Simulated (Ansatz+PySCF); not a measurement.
The numbers below are computed, except where a source is named.
## Ansatz (development build ahead of 0.2.0) run

```yaml
crystal:
  periodic: [false, false, false]
  atoms:
    - { symbol: "N", position_ang: [0.0, 0.0, -1.19427] }
    - { symbol: "N", position_ang: [0.0, 0.0, -0.06829] }
    - { symbol: O, position_ang: [0.0, 0.0, 1.10474] }
basis:
  gaussian: { orbitals: def2-SVP }
hamiltonian:
  xc: pbe
output:
  forces: true
```

The input is written out in the form of the current development build from the run's settings.

The run gave:

```yaml
Converged: yes
Total_energy: -184.35104 hartree
Spin_squared_of_the_determinant: 0.000
Stability_test: minimum among restricted orbitals
```

Forces (eV/Å):
```json
{"atom": "N1", "Fx": "0.000", "Fy": "0.000", "Fz": "-2.555"}
{"atom": "N2", "Fx": "0.000", "Fy": "0.000", "Fz": "1.171"}
{"atom": "O3", "Fx": "0.000", "Fy": "0.000", "Fz": "1.384"}
```
